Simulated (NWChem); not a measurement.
All runs are NWChem calculations. System: ethanethiol (C2H6S), charge 0, spin multiplicity 1, at a geometry optimised with B3LYP/def2-SVP. Level: MP2/def2-TZVP, 7 core orbitals frozen.

Output (cleaned and shortened):

```
             Northwest Computational Chemistry Package (NWChem) 7.3.0
             --------------------------------------------------------

                                NWChem Input Module
                                -------------------

 Scaling coordinates for geometry "geometry" by  1.889725989
 (inverse scale =  0.529177249)

                             Geometry "geometry" -> ""
                             -------------------------

 Output coordinates in angstroms (scale by  1.889725989 to convert to a.u.)

  No.       Tag          Charge          X              Y              Z
 ---- ---------------- ---------- -------------- -------------- --------------
    1 C                    6.0000    -1.48280400     0.76946000    -0.25156200
    2 C                    6.0000    -0.54550500    -0.41685000    -0.44523100
    3 S                   16.0000     1.07311200    -0.26195800     0.41399600
    4 H                    1.0000    -2.45150400     0.58324300    -0.74628600
    5 H                    1.0000    -1.05784300     1.68959400    -0.68477400
    6 H                    1.0000    -1.66954400     0.95714800     0.81693400
    7 H                    1.0000    -0.98226800    -1.33466100    -0.02035600
    8 H                    1.0000    -0.36585300    -0.61754100    -1.51300600
    9 H                    1.0000     1.52706400     0.79788800    -0.29568500

 Effective nuclear repulsion energy (a.u.)     106.3998438489

            Nuclear Dipole moment (a.u.)
            ----------------------------
        X                 Y               Z
 ---------------- ---------------- ----------------
    -0.0000188973     0.0000056692     0.0000094486


 Summary of "ao basis" -> "" (spherical)
 ------------------------------------------------------------------------------
       Tag                 Description            Shells   Functions and Types
 ---------------- ------------------------------  ------  ---------------------
 *                         def2-tzvp                  on all atoms

 Summary of "ao basis" -> "ao basis" (spherical)
 ------------------------------------------------------------------------------
       Tag                 Description            Shells   Functions and Types
 ---------------- ------------------------------  ------  ---------------------
 C                         def2-tzvp                11       31   5s3p2d1f
 S                         def2-tzvp                13       37   5s5p2d1f
 H                         def2-tzvp                 4        6   3s1p

                                 NWChem SCF Module
                                 -----------------

  ao basis        = "ao basis"
  functions       =   135
  atoms           =     9
  closed shells   =    17
  open shells     =     0
  charge          =   0.00
  wavefunction    = RHF
  use symmetry    = F
  symmetry adapt  = F

 Summary of "ao basis" -> "ao basis" (spherical)
 ------------------------------------------------------------------------------
       Tag                 Description            Shells   Functions and Types
 ---------------- ------------------------------  ------  ---------------------
 C                         def2-tzvp                11       31   5s3p2d1f
 S                         def2-tzvp                13       37   5s5p2d1f
 H                         def2-tzvp                 4        6   3s1p

 Forming initial guess at       0.1s

      Superposition of Atomic Density Guess
      -------------------------------------

 Sum of atomic energies:        -475.82101295

      Non-variational initial energy
      ------------------------------

 Total energy =    -477.416265
 1-e energy   =    -864.119663
 2-e energy   =     280.303554
 HOMO         =      -0.291785
 LUMO         =       0.043747

 Starting SCF solution at       4.6s

 ----------------------------------------------
         Quadratically convergent ROHF

 Convergence threshold     :          1.000E-07
 Maximum no. of iterations :          100
 Final Fock-matrix accuracy:          1.000E-09
 ----------------------------------------------

              iter       energy          gnorm     gmax       time
             ----- ------------------- --------- --------- --------
[...]
    67      0.205566  3 S  s                 66      0.186119  3 S  s
    82      0.177770  3 S  pz

 Vector   17  Occ=2.000000D+00  E=-3.550006D-01
              MO Center=  9.4D-01, -2.3D-01,  3.3D-01, r^2= 1.9D+00
   Bfn.  Coefficient  Atom+Function         Bfn.  Coefficient  Atom+Function
  ----- ------------  ---------------      ----- ------------  ---------------
    79      0.337418  3 S  pz                78      0.316751  3 S  py
    82      0.272575  3 S  pz                81      0.255292  3 S  py
    77     -0.213827  3 S  px                80     -0.172561  3 S  px
    76      0.155110  3 S  pz

 Vector   18  Occ=0.000000D+00  E= 1.246427D-01
              MO Center= -1.7D-01,  1.7D-01, -4.6D-01, r^2= 7.3D+00
   Bfn.  Coefficient  Atom+Function         Bfn.  Coefficient  Atom+Function
  ----- ------------  ---------------      ----- ------------  ---------------
    36      2.773781  2 C  s                  5      2.475083  1 C  s
   126     -1.445052  8 H  s                120     -1.365503  7 H  s
   108     -1.283331  5 H  s                114     -1.042923  6 H  s
   132     -1.027694  9 H  s                102     -0.990811  4 H  s
    44     -0.611383  2 C  py                81      0.602798  3 S  py

 Vector   19  Occ=0.000000D+00  E= 1.682986D-01
              MO Center= -4.2D-01,  3.6D-01, -3.0D-01, r^2= 8.7D+00
   Bfn.  Coefficient  Atom+Function         Bfn.  Coefficient  Atom+Function
  ----- ------------  ---------------      ----- ------------  ---------------
     5      4.062849  1 C  s                102     -1.957027  4 H  s
   132      1.371085  9 H  s                 67     -1.259581  3 S  s
   114     -1.168594  6 H  s                120     -0.847440  7 H  s
   108     -0.717912  5 H  s                 44     -0.632145  2 C  py
    43      0.623362  2 C  px                82      0.538267  3 S  pz

 Vector   20  Occ=0.000000D+00  E= 1.730378D-01
              MO Center= -6.4D-01,  3.2D-01, -2.2D-01, r^2= 8.8D+00
   Bfn.  Coefficient  Atom+Function         Bfn.  Coefficient  Atom+Function
  ----- ------------  ---------------      ----- ------------  ---------------
     5      6.175159  1 C  s                 36     -5.864241  2 C  s
   108     -1.762476  5 H  s                120      1.670099  7 H  s
   114     -1.398330  6 H  s                126      1.214786  8 H  s
    67      1.150516  3 S  s                102     -1.152745  4 H  s
    12      0.866320  1 C  px                80     -0.740165  3 S  px

 center of mass
 --------------
 x =   0.15024295 y =  -0.06252790 z =   0.07350919

 moments of inertia (a.u.)
 ------------------
         110.369846858749          78.074950002395         -81.153218043124
          78.074950002395         330.177027882402          12.743714432881
         -81.153218043124          12.743714432881         350.368762210486

  Mulliken analysis of the total density
  --------------------------------------

    Atom       Charge   Shell Charges
 -----------   ------   -------------------------------------------------------
    1 C    6     6.29   0.85  1.12  0.47  0.67  0.08  1.24  1.40  0.37  0.02  0.06  0.00
    2 C    6     6.14   0.85  1.12  0.47  0.70 -0.01  1.20  1.40  0.27  0.02  0.10  0.01
    3 S   16    16.22   2.01  0.49  1.48  1.04  0.81  4.18  1.69  0.88  2.32  1.19  0.04  0.08  0.01
    4 H    1     0.90   0.26  0.50  0.12  0.02
    5 H    1     0.91   0.26  0.50  0.12  0.02
    6 H    1     0.89   0.26  0.49  0.11  0.02
    7 H    1     0.89   0.26  0.50  0.11  0.02
    8 H    1     0.89   0.27  0.50  0.11  0.02
    9 H    1     0.88   0.23  0.50  0.12  0.02

       Multipole analysis of the density wrt the origin
       ------------------------------------------------

     L   x y z        total         open         nuclear
     -   - - -        -----         ----         -------
     0   0 0 0     -0.000000      0.000000     34.000000

     1   1 0 0     -0.491258      0.000000     -0.000019
     1   0 1 0      0.204909      0.000000      0.000006
     1   0 0 1     -0.446261      0.000000      0.000009

     2   2 0 0    -20.869509      0.000000    166.946237
     2   1 1 0      1.808024      0.000000    -42.991866
     2   1 0 1     -0.561538      0.000000     43.265532
     2   0 2 0    -20.525178      0.000000     45.007132
     2   0 1 1     -0.572103      0.000000     -6.669921
     2   0 0 2    -21.185603      0.000000     29.931368

                   NWChem MP2 Semi-direct Energy/Gradient Module
                   ---------------------------------------------

  Basis functions       =    135
  Molecular orbitals    =    135
  Frozen core           =      7
  Frozen virtuals       =      0
  Active alpha occupied =     10
  Active beta occupied  =     10
  Active alpha virtual  =    118
  Active beta virtual   =    118
  Use MO symmetry       = F
  Use skeleton AO sym   = F

  AO/Fock/Back tols     =   1.0D-09  1.0D-09  1.0D-09

 GA uses MA = F    GA memory limited = T

 Available:
  local mem=  1.26D+08
 global mem=  1.44D+08
 local disk=  0.00D+00
  mp2_memr nvloc                   118
  nvloc new                   118
   1 passes of  10:        5242880                      96155                  36299699.
   1 passes of  10: M    126148690           G      144142750           F     120905810.

 Semi-direct pass number   1 of   1  for RHF alpha+beta  at       15.3s
  vrange nnbf                  9040
  mp2_eaftype                   138  avail_ma_in_mb                  1099
 EAF : mp2_eaftype filesize         138   18149849.
  mp2_eaf for mointskh                    138
Node 0 wrote     85.3 Mb in      0.1 s     Agg I/O rate:  1457.5 Mb/s
 Done moints_semi at       26.9s
  mp2_eaftype                   138  avail_ma_in_mb                   961
 EAF : mp2_eaftype filesize         138   18149849.
  mp2_eaf for kh                   138
 Done maket at       27.3s
 Done multipass loop at       27.3s

          -------------------------------------------
          SCF energy                -476.798434985599
          Correlation energy          -0.518272220240
          Singlet pairs               -0.345706001856
          Triplet pairs               -0.172566218384
          Total MP2 energy          -477.316707205839
          -------------------------------------------

          ---------------------------------------------------
                    Spin Component Scaled (SCS) MP2
          Same spin pairs                     -0.115044145590
          Same spin scaling factor             0.333333333333
          Opposite spin pairs                 -0.403228074650
          Opposite spin scaling fact.          1.200000000000
          SCS-MP2 correlation energy          -0.522221738110
          Total SCS-MP2 energy              -477.320656723710
          ---------------------------------------------------

 -----------------------
 Performance information
 -----------------------

 Timer overhead =  1.91D-07 seconds/call

               Nr. of calls         CPU time (s)                 Wall time (s)                GFlops
             ---------------    -------------------     ------------------------------   -------------------
Name         Min   Avg   Max    Min     Avg     Max     Min     Avg     Max   Mx/calls   Min     Max     Sum
mp2: moin     1     1     1    12.     12.     12.      12.     12.     12.     12.      0.0     0.0     0.0
mp2: make     1     1     1   0.48    0.48    0.48     0.48    0.48    0.48    0.48      0.0     0.0     0.0
mp2: tota     1     1     1    12.     12.     12.      12.     12.     12.     12.      0.0     0.0     0.0

 The average no. of pstat calls per process was 3.00D+00
 with a timing overhead of 5.74D-07s

 Task  times  cpu:       27.3s     wall:       27.3s

 Total times  cpu:       27.4s     wall:       27.4s
```

Question: Write an NWChem input that would produce this output.

Answer: This is not unique; one that fits is 
```
start mol
memory heap 200 mb stack 900 mb global 1100 mb
geometry units angstroms nocenter noautoz noautosym
  C     -1.482804     0.769460    -0.251562
  C     -0.545505    -0.416850    -0.445231
  S      1.073112    -0.261958     0.413996
  H     -2.451504     0.583243    -0.746286
  H     -1.057843     1.689594    -0.684774
  H     -1.669544     0.957148     0.816934
  H     -0.982268    -1.334661    -0.020356
  H     -0.365853    -0.617541    -1.513006
  H      1.527064     0.797888    -0.295685
end
basis spherical
  * library def2-tzvp
end
scf
  rhf
  nopen 0
  maxiter 100
  thresh 1e-7
  semidirect memsize 60000000 filesize 0
end
mp2
  freeze core 7
end
task mp2 energy
```
